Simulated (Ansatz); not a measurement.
[GeH₃···H···BH₂], doublet: transfer scan

Starting geometry:

| atom | x (Å) | y (Å) | z (Å) |
| --- | --- | --- | --- |
| Ge | -0.5132 | 0.0000 | 0.0000 |
| H | -1.0247 | 1.4466 | 0.0000 |
| H | -1.0247 | -0.7233 | 1.2528 |
| H | -1.0247 | -0.7233 | -1.2528 |
| H | 1.0211 | 0.0000 | 0.0000 |
| B | 2.9878 | 0.0000 | 0.0000 |
| H | 3.4968 | 0.0000 | 1.0770 |
| H | 3.4968 | 0.0000 | -1.0770 |

From there H5 is moved from one fragment to the other while all else, the fragments' distance too, stays fixed; atoms are numbered as listed. Energies are in kcal/mol, counted from the starting geometry at the same level. Kohn–Sham curves are unrestricted where that lies lower.

Basis cc-pVDZ; Ansatz 0.2.0. Only valence electrons are correlated (noble-gas cores and the filled d shells of p-block atoms frozen). R marks a restricted (for open shells ROHF) determinant, U an unrestricted one. No spin–orbit coupling is included, and no scalar relativity.

In so small a basis the reference is far from its limit while semilocal and hybrid functionals are nearer theirs (RPA and double hybrids share much of the reference's basis error), so the functionals' errors here hold much of the reference's basis and frozen-core error, which can add to them or hide them.

Full CI isn't at hand for all of this; UCCSDT(Q) serves as the reference, and is uncertain by about the last step of the cluster series.

```json
{"distance Ge1-H5 (Å)": "1.534", "UCCSDT(Q)": "0.0", "PBE": "0.0", "r2SCAN": "0.0", "PBE0": "0.0", "B3LYP": "0.0", "BHLYP": "0.0", "wB97M-V": "0.0", "B2PLYP": "0.0", "RPA-PBE": "0.0"}
{"distance Ge1-H5 (Å)": "1.648", "UCCSDT(Q)": "0.0", "PBE": "-1.8", "r2SCAN": "-0.8", "PBE0": "-0.9", "B3LYP": "-1.0", "BHLYP": "0.1", "wB97M-V": "-0.4", "B2PLYP": "-0.3", "RPA-PBE": "-0.2"}
{"distance Ge1-H5 (Å)": "1.876", "UCCSDT(Q)": "-1.5", "PBE": "-5.1", "r2SCAN": "-2.9", "PBE0": "-3.1", "B3LYP": "-3.5", "BHLYP": "-1.2", "wB97M-V": "-2.8", "B2PLYP": "-2.1", "RPA-PBE": "-1.8"}
{"distance Ge1-H5 (Å)": "2.103", "UCCSDT(Q)": "-12.4", "PBE": "-13.3", "r2SCAN": "-11.8", "PBE0": "-12.4", "B3LYP": "-13.0", "BHLYP": "-11.8", "wB97M-V": "-14.0", "B2PLYP": "-12.5", "RPA-PBE": "-12.1"}
{"distance Ge1-H5 (Å)": "2.331", "UCCSDT(Q)": "-19.0", "PBE": "-16.5", "r2SCAN": "-16.4", "PBE0": "-17.1", "B3LYP": "-18.2", "BHLYP": "-18.8", "wB97M-V": "-20.5", "B2PLYP": "-18.7", "RPA-PBE": "-18.1"}
```

Q: Judged by the spread of the error over the points with a reference (largest less smallest), which of these follows UCCSDT(Q) best and which worst?

A: Subtracting the UCCSDT(Q) column from each: best BHLYP (errors from 0.0 to 0.6, spread 0.6 kcal/mol), worst PBE (from -3.6 to 2.5, spread 6.1 kcal/mol). Functionals and wave-function methods converge differently with the basis, so part of this is basis effect.
